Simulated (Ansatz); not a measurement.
# C₄H₄O: one species, many methods

Aim: compute C₄H₄O with functionals from several rungs and with coupled cluster. The yardstick is the atomisation energy at the CCSD(T) limit.

Computed with Ansatz 0.2.0, Gaussian basis. Level: functionals in def2-TZVPP, the program's frozen cores in correlated methods.

Plan: LDA (SPW92), PBE-D4, revPBE-D4, BLYP-D4, r2SCAN-D4, B97M-V, PBE0-D4, B3LYP-D4, r2SCANh-D4, r2SCAN0-D4, HSE06-D4, BHLYP-D4, CAM-B3LYP-D4, LC-ωPBE, ωB97X-V, ωB97M-V, B2PLYP, PBE-QIDH; CCSD(T)/def2-SVP; CCSD(T)/def2-TZVPP; MP2/def2-QZVPP; extrapolation to the limit; RPA on PBE.

## (1) Structure used throughout

All runs share one geometry, relaxed beforehand with PBE0-D4 in a triple-zeta def2 set.

SMILES `C#COC=C`, 9 atoms, charge 0, spin multiplicity 1.

Atoms are counted from 1 here; the program's logs count them from 0.

Bond lengths: C1–C2 1.198 Å, C1–H6 1.063 Å, C2–O3 1.295 Å, O3–C4 1.383 Å, C4–C5 1.318 Å, C4–H7 1.084 Å, C5–H8 1.082 Å, C5–H9 1.080 Å. Angles: C2–C1–H6 179.7°, C1–C2–O3 177.9°, C2–O3–C4 117.3°, O3–C4–C5 120.4°, O3–C4–H7 114.1°, C5–C4–H7 125.5°, C4–C5–H8 121.6°, C4–C5–H9 119.2°, H8–C5–H9 119.1°.

## (2) LDA

This LDA is Slater exchange with PW92 correlation.

in.yaml

```yaml
crystal:
  periodic: [false, false, false]
  atoms:
    - {symbol: C, position_ang: [1.514744, 2.173959, -0.090391]}
    - {symbol: C, position_ang: [0.605813, 1.410679, 0.070499]}
    - {symbol: O, position_ang: [-0.403587, 0.621696, 0.260555]}
    - {symbol: C, position_ang: [-0.232704, -0.713322, -0.056748]}
    - {symbol: C, position_ang: [-1.219318, -1.570594, 0.111775]}
    - {symbol: H, position_ang: [2.317378, 2.855887, -0.231008]}
    - {symbol: H, position_ang: [0.752462, -0.955316, -0.438191]}
    - {symbol: H, position_ang: [-2.181157, -1.259958, 0.498651]}
    - {symbol: H, position_ang: [-1.065231, -2.609331, -0.142243]}
basis:
  gaussian: {orbitals: def2-TZVPP}
hamiltonian: {xc: lda}
output: {orbitals: {seedname: orbitals}}
```

The runs that follow: PBE-D4 (GGA); revPBE-D4 (GGA); BLYP-D4 (GGA); r2SCAN-D4 (meta-GGA); B97M-V (meta-GGA); PBE0-D4 (hybrid); B3LYP-D4 (hybrid); r2SCANh-D4 (hybrid); r2SCAN0-D4 (hybrid); HSE06-D4 (hybrid); BHLYP-D4 (hybrid); CAM-B3LYP-D4 (range-separated); LC-ωPBE-D4 (range-separated); ωB97X-V (range-separated); ωB97M-V (range-separated); B2PLYP (double hybrid); PBE-QIDH (double hybrid); CCSD(T) in def2-SVP; CCSD(T) in def2-TZVPP; MP2 in def2-QZVPP; RPA on PBE orbitals.

**Question.** What will the summary of the whole plan be? Wanted: atomisation energy, CCSD(T)/CBS; farthest beyond LDA; mean size of error, GGA; mean size of error, meta-GGA; mean size of error, hybrid; mean size of error, range-separated; mean size of error, double hybrid; gap, smallest and largest; T1 diagnostic.

As calculated:

```
                               quantity                                                             value
        atomisation energy, CCSD(T)/CBS                                                     3895.7 kJ/mol
 functionals within 19.5 kJ/mol (0.5 %)  B97M-V, B3LYP-D4, r2SCANh-D4, LC-ωPBE, ωB97X-V, B2PLYP, PBE-QIDH
                    farthest beyond LDA                                            PBE-D4 (+173.2 kJ/mol)
                mean size of error, GGA                                                       90.1 kJ/mol
           mean size of error, meta-GGA                                                       21.3 kJ/mol
             mean size of error, hybrid                                                       58.3 kJ/mol
    mean size of error, range-separated                                                       17.5 kJ/mol
      mean size of error, double hybrid                                                        7.4 kJ/mol
              gap, smallest and largest                         4.69 eV (LDA (SPW92)), 11.97 eV (LC-ωPBE)
                          T1 diagnostic                                                            0.0134
triples share of the correlation energy                                                             4.6 %
```

What this shows: LDA overbinds by 688.8 kJ/mol (18 %). PBE-D4 misses by +173.2 kJ/mol. Double hybrids carry the basis error of their MP2 part in triple zeta, and no dispersion term here, so their miss is partly the set-up's. The rungs double hybrid, range-separated miss on average by less than the doubt on the reference (19.5 kJ/mol), so they tie; GGA functionals have the largest mean beyond LDA (90.1 kJ/mol). Misses under about 19.5 kJ/mol are within the doubt on the reference itself, which lacks core-valence correlation, relativity and higher excitations. Hartree-Fock recovers 71 % of the binding; the rest is correlation. CCSD(T) in def2-SVP is off by -166.5 kJ/mol, more than most functionals: a good method in a small basis is no reference. The gap grows from 4.7 to 12.0 eV across the functionals, mostly with the share of exact exchange.
